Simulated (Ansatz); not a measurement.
Consider GaP in the zinc blende structure (space group F-43m, No. 216).

```
CELL_PARAMETERS angstrom
      0.00000     2.75302     2.75302
      2.75302     0.00000     2.75302
      2.75302     2.75302     0.00000
ATOMIC_POSITIONS crystal
  P  0.75000 0.75000 0.75000
  Ga 0.00000 0.00000 0.00000
```

Levels (all Ansatz, an electronic-structure program, PAW): PBE (420 eV, no SOC); r2SCAN (500 eV, no SOC); HSE06 (420 eV, without spin-orbit coupling).

Levels that relaxed their own cell: PBE and r2SCAN.

```tsv
level	band gap	lattice parameter a
PBE	1.58 eV	5.506 Å
r2SCAN	1.85 eV	5.451 Å
HSE06	2.26 eV	–
```

Measured: band gap 2.43 eV (static lattice; corrected from measurement; as listed in Wei Chen et al., Physical Review Materials (2018)); lattice parameter a 5.439 Å (static lattice; corrected from measurement; as listed in Daniel Mejia-Rodriguez, S. B. Trickey, Phys. Rev. B (2018)).

Computed minus measured — band gap: PBE -0.85 eV, r2SCAN -0.58 eV, HSE06 -0.17 eV (closest: HSE06); lattice parameter a: PBE +1.2 %, r2SCAN +0.2 % (closest: r2SCAN). A measured gap can be an optical one, lowered by exciton binding. Levels without spin-orbit coupling miss its lowering of the gap, often about a third of the valence-band splitting.

Single points use the geometry relaxed with r2SCAN. HSE06 gaps are upper bounds (no full band path). No phonon test of stability was made.
